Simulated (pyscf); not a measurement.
Single points on ωB97X-D3(BJ)/def2-SVP structures (PySCF, gas phase).

Problem. Estimate by transition-state theory the rate constant of silane (SiH₄) + fluorine (F–F) → F–SiH₃ + hydrogen fluoride (HF) (singlet surface; H–Si, F–F broken, F–Si, F–H formed) at 1200 K, with ωB97M-D3(BJ)/def2-TZVP energies (ideal gas, 1 atm, RRHO with modes under 100 cm⁻¹ raised to 100, one conformer, R ln 2 for chiral ones without a mode under 150 cm⁻¹; no tunnelling).

Solution. The electronic barrier is 18.2 kcal/mol and the thermal terms add +27.8, so ΔG‡ = 46.0 kcal/mol. With k_BT/h = 2.50e+13 s⁻¹ and RT = 2.385 kcal/mol, and a volume of 1.64e-19 cm³ per molecule at 1 atm, k = 1.7e-14 cm³ molecule⁻¹ s⁻¹. Wigner's tunnelling factor for 636i cm⁻¹ would be 1.02. A shift of 1 kcal/mol in the barrier changes k by a factor 1.5. At the saddle there is also a short F–Si contact that neither side keeps. One saddle was located; it need not be the lowest between these sides. A restricted solution here is unstable towards spin polarisation, so biradical character is likely and single-reference numbers are less safe.
